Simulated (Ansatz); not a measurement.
A made-up structure of CH3NSi, singlet:

N1  (1.123, 0.884, -0.912)
C2  (0.397, 0.198, -0.266)
Si3  (-0.279, -1.187, 0.702)
H4  (0.976, 1.805, -1.302)
H5  (-1.533, -1.340, -0.108)
H6  (1.888, 0.313, -1.270)
(Å)

It is relaxed with PBE-D4/def2-SVP and then PBE0-D4/def2-TZVP (Ansatz 0.2.0). Atoms count as bonded within 1.22 times the sum of their covalent radii (H–H: 0.88 Å). The end point is not checked to be a true minimum.

Does its bonding change? (Judge from chemistry; the calculation decides.)

The calculation gives: No: no bond forms or breaks.

Where it ends: The first stage lowers the energy by 1.07 eV in 9 steps. It ends as CH₃NSi ([NH2][C][SiH]):
```
6
angstrom
N 1.1132 0.7590 -0.9748
C 0.4094 0.0010 -0.2123
Si -0.4273 -0.9691 0.9179
H 0.9079 1.7441 -1.1000
H -1.3304 -1.2709 -0.2756
H 1.8985 0.4092 -1.5125
```

Labels in which every atom is bracketed show which atoms are joined, not bond orders.

For scale, one of the runs: PBE0-D4/def2-TZVP relaxation, 117 basis functions, launched by `ansatz run in.yaml --threads 2 --pin off --events-out ev --progress --plain --max-ram 4352MiB`. The run took about 16 s on 2 CPU threads of an Intel Xeon Platinum 8259CL (shared host).
